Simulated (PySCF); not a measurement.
Level of theory: PBE-D3(BJ)/def2-TZVP // PBE0-D3(BJ)/def2-TZVP (PySCF 2.14.0). Gas-phase values, no solvent. Delta-SCF ions had no search for a lower state. 

Reference species (SMILES): `C` (neutral, multiplicity 1).

| Quantity | Result |
|---|---|
| vertical ionisation energy (Delta-SCF) | 13.95 eV |
| HOMO–LUMO gap | 10.36 eV |

Changed species: `B`.

Task: Predict the effect on the vertical ionisation energy (Delta-SCF) and HOMO–LUMO gap.

Result: the vertical ionisation energy (Delta-SCF) decreases by 1.07 eV, to 12.88 eV; the HOMO–LUMO gap falls by 4.94 eV, to 5.42 eV.
